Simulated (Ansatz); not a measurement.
System: fcc Sr. Method: PBE in Ansatz (plane waves, PAW).

Numerical settings: plane-wave cutoff 520 eV, 18×18×18 k mesh, Fermi–Dirac smearing 0.037 eV (set by the program), scalar-relativistic PAW data made under PBE.

Computed at the level's own relaxed cell.

Hill averages of the elastic tensor: K = 11.5 GPa, G = 5.7 GPa. Volume 54.783 Å³/atom, mean atomic mass 87.620 u.

Q: Work out the density, the sound velocities of a polycrystal and the elastic Debye temperature at this level.

A: ρ = 1.66054 × 87.620/54.783 = 2.656 g/cm³. v_l = √[(K + 4G/3)/ρ] = 2.682 km/s and v_t = √(G/ρ) = 1.465 km/s. The mean follows from 3/v_m³ = 1/v_l³ + 2/v_t³: v_m = 1.634 km/s. Θ_D = (ħ/k_B) v_m (6π²/V)^(1/3) = 76.38 K Å s/km × 1.634 × 1.0263 Å⁻¹ = 128 K, counting all atoms of the cell.

Ansatz is a quantum-chemistry and plane-wave program.
